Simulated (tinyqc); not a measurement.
Worked calculation: Born-Oppenheimer dynamics on the RHF/sto-3g surface (energies and gradients from PySCF), for BH3, spin multiplicity 1. Computed by tinyqc, a small Python program that keeps every step (integrals from PySCF). Settings: charge = 0, multiplicity = 1, basis = sto-3g, time step (fs) = 1.0, steps = 24. Command: `OMP_NUM_THREADS=1 python tinyqc.py 29126 29127 out.jsonl` (the two numbers bound the seeds that draw the settings). One thread of a shared host (Intel(R) Xeon(R) Processor @ 2.60GHz), about 1 s of CPU time with the checks.

## Velocity Verlet step 1

positions (bohr):
```
            x          y          z
1B   0.043464   0.030236   0.086927
2H   2.262002  -0.098266   0.149288
3H  -1.279345   1.912403   0.085038
4H  -1.058247  -1.997441  -0.060471
```

velocities (bohr per atomic time unit):
```
               x             y             z
1B   0.000026070   0.000034976   0.000000862
2H  -0.000034930  -0.000194024   0.000157862
3H  -0.000318930  -0.000086024   0.000044862
4H   0.000069070  -0.000102024  -0.000212138
```

gradient (hartree/bohr):
```
              x            y            z
1B   0.03496167   0.02147048   0.00637103
2H   0.01055232  -0.01227615  -0.00127501
3H  -0.02900120   0.02421046  -0.00163295
4H  -0.01651279  -0.03340478  -0.00346307
```

masses (electron masses): 1B 20068.735323, 2H 1837.152588, 3H 1837.152588, 4H 1837.152588

gradient after step 1 (hartree/bohr):
```
              x            y            z
1B   0.03301001   0.02168693   0.00612218
2H   0.00864339  -0.01264659  -0.00128535
3H  -0.02724224   0.02077082  -0.00159269
4H  -0.01441117  -0.02981116  -0.00324414
```

dt = 1 fs = 41.3414 atomic units; x' = x + v dt - g dt^2 / (2m); after the new gradient g', v' = v - (g + g') dt / (2m).

positions after step 1 (bohr):
```
            x          y          z
1B   0.043053   0.030767   0.086692
2H   2.255650  -0.100577   0.156408
3H  -1.279040   1.897585   0.087652
4H  -1.047710  -1.986120  -0.067630
```

velocities after step 1 (bohr per atomic time unit):
```
               x             y             z
1B  -0.000043940  -0.000009476  -0.000012006
2H  -0.000250910   0.000086394   0.000186670
3H   0.000313892  -0.000592130   0.000081155
4H   0.000417011   0.000609249  -0.000136672
```

## Velocity Verlet step 2

gradient after step 2 (hartree/bohr):
```
              x            y            z
1B   0.02181415   0.01923924   0.00495949
2H   0.00483158  -0.01209410  -0.00128041
3H  -0.01924549   0.00969934  -0.00148702
4H  -0.00740025  -0.01684447  -0.00219206
```

As before.

positions after step 2 (bohr):
```
            x          y          z
1B   0.039831   0.029452   0.085935
2H   2.241256  -0.091122   0.164723
3H  -1.253391   1.863444   0.091748
4H  -1.023767  -1.947066  -0.071772
```

velocities after step 2 (bohr per atomic time unit):
```
               x             y             z
1B  -0.000100409  -0.000051630  -0.000023420
2H  -0.000402523   0.000364763   0.000215538
3H   0.000836948  -0.000934964   0.000115806
4H   0.000662421   0.001134194  -0.000075507
```

## Energy conservation

The total energy should stay constant up to terms of order dt^2; the step counts as short enough if it moves by less than 2 % of the largest kinetic energy.

Trajectory:

| time (fs) | 1B-2H (angstrom) | potential (hartree) | kinetic (hartree) | total (hartree) |
|---|---|---|---|---|
| 0.000000 | 1.176431 | -26.06423590 | 0.00023506 | -26.06400084 |
| 1.000000 | 1.173497 | -26.06512414 | 0.00105490 | -26.06406924 |
| 2.000000 | 1.167435 | -26.06776260 | 0.00349585 | -26.06426675 |
| 3.000000 | 1.159740 | -26.06923023 | 0.00483633 | -26.06439390 |
| 4.000000 | 1.152204 | -26.06785716 | 0.00361027 | -26.06424689 |
| 5.000000 | 1.146597 | -26.06594070 | 0.00193993 | -26.06400077 |
| 6.000000 | 1.144504 | -26.06691802 | 0.00283514 | -26.06408289 |
| 7.000000 | 1.147063 | -26.06965244 | 0.00529959 | -26.06435284 |
| 8.000000 | 1.154296 | -26.07025903 | 0.00586510 | -26.06439393 |
| 9.000000 | 1.164544 | -26.06790787 | 0.00369424 | -26.06421363 |
| 10.000000 | 1.174776 | -26.06514544 | 0.00110458 | -26.06404086 |
| 11.000000 | 1.181627 | -26.06458003 | 0.00055674 | -26.06402329 |
| 12.000000 | 1.182560 | -26.06648213 | 0.00231065 | -26.06417147 |
| 13.000000 | 1.176670 | -26.06862290 | 0.00427094 | -26.06435196 |
| 14.000000 | 1.165051 | -26.06845238 | 0.00411631 | -26.06433607 |
| 15.000000 | 1.150763 | -26.06641706 | 0.00232063 | -26.06409642 |
| 16.000000 | 1.138372 | -26.06596562 | 0.00195478 | -26.06401084 |
| 17.000000 | 1.132766 | -26.06827811 | 0.00404675 | -26.06423136 |
| 18.000000 | 1.137079 | -26.07025517 | 0.00586235 | -26.06439282 |
| 19.000000 | 1.150724 | -26.06940442 | 0.00509263 | -26.06431179 |
| 20.000000 | 1.169265 | -26.06674663 | 0.00261535 | -26.06413128 |
| 21.000000 | 1.186312 | -26.06494881 | 0.00091863 | -26.06403018 |
| 22.000000 | 1.195983 | -26.06554096 | 0.00144954 | -26.06409143 |
| 23.000000 | 1.194668 | -26.06758887 | 0.00332482 | -26.06426405 |
| 24.000000 | 1.181957 | -26.06857166 | 0.00421192 | -26.06435974 |

The total energy moves within 3.9e-04 hartree; that is over 2 % of the largest kinetic energy, so the time step is too long.
